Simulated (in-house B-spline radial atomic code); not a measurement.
# RPA and G0W0 on Hartree-Fock: neutral neon

Configuration [He] 2s2 2p6, mean-field start Hartree-Fock. Computed with a B-spline radial code for spherical atoms: all electrons, non-relativistic, point nucleus, each spin shell either full or empty, empty states to l = 9 with an (l + 1/2)⁻⁴ tail; G0W0 by contour deformation at full frequency.

Command:
```bash
python run_gw.py task.json out
```
Settings (radii: box in bohr, nucleus in fm):
```
Z                        10
electrons                10
configuration            [He] 2s2 2p6
hamiltonian              nr
method                   hf
lmax                     9
spin_polarised           False
box_radius               40
intervals                51
```

Run time, properties included: 1 s on 1 thread of Arm Neoverse N1, on a shared host.

Energies (hartree):

| term | value |
| --- | --- |
| mean-field total | -128.54710 |
| Hartree-Fock functional on these orbitals | -128.54710 |
| direct second order | -0.60328 |
| second-order exchange | 0.21527 |
| SOSEX correction | 0.1936 |

(1) What is the RPA correlation energy, and what remains with SOSEX?

Quasi-particle levels (eV):

```json
{"level": "2p", "occupied": "yes", "mean field": "-23.141", "Σx - vxc": "0.00", "Σc": "?", "QP weight": "?", "G0W0": "?"}
{"level": "1s", "occupied": "yes", "mean field": "-891.78", "Σx - vxc": "0.00", "Σc": "16.67", "QP weight": "0.883", "G0W0": "-875.12"}
```

G0W0 = mean field + (Σx - vxc) + Σc, with Σc (partial-wave tail included) taken at the quasi-particle energy. Levels of low weight are left out.

(2) Where does G0W0 put 2p?

Results:

(1) RPA gives -0.51824 hartree (-1.41 eV per electron); RPA + SOSEX gives -0.32464, and the second-order doubles (MP2) -0.38802 hartree. RPA lacks exchange-type terms and so overcorrelates at short range.

(2) At -21.948 eV, with Σc = 1.19 eV and a quasi-particle weight of 0.942. The tabulated removal energy is 21.565 eV (NIST, measured).
